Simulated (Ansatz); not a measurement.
`CCC#CF`, relaxed with RKS PBE0-D4/def2-TZVP in the Gaussian-basis code of Ansatz from a PBE-D4/def2-SVP geometry. The force threshold is 0.005 eV/Å; the program also tests the step.

Charge 0, multiplicity 1.

Start:

```xyz
10

C    -1.042   -0.776   -0.388
C     0.002    0.324   -0.642
C     0.886    0.574    0.499
C     1.602    0.757    1.468
F     2.373    0.968    2.479
H    -0.554   -1.742   -0.153
H    -1.697   -0.513    0.466
H    -1.681   -0.919   -1.282
H     0.621    0.056   -1.528
H    -0.510    1.272   -0.918
```

**Question.** How much energy does the relaxation release, and in how many steps? (Estimate.)

**Answer.** The calculation gave: 6.24 kJ/mol, in 5 steps.

**Question.** Which bonds change most? (An estimate is asked.)

**Answer.** Computed: C3–C4 from 1.219 to 1.195 Å; C2–H10 from 1.113 to 1.095 Å; C2–H9 from 1.113 to 1.095 Å; C1–H7 from 1.108 to 1.091 Å.

**Question.** Give the relaxed structure. (An estimate is asked.)

**Answer.** Computed: 
```xyz
10

C    -1.030   -0.768   -0.381
C     0.001    0.325   -0.646
C     0.876    0.568    0.494
C     1.579    0.747    1.444
F     2.336    0.945    2.453
H    -0.540   -1.714   -0.146
H    -1.669   -0.502    0.462
H    -1.662   -0.916   -1.259
H     0.614    0.056   -1.512
H    -0.506    1.259   -0.909
```
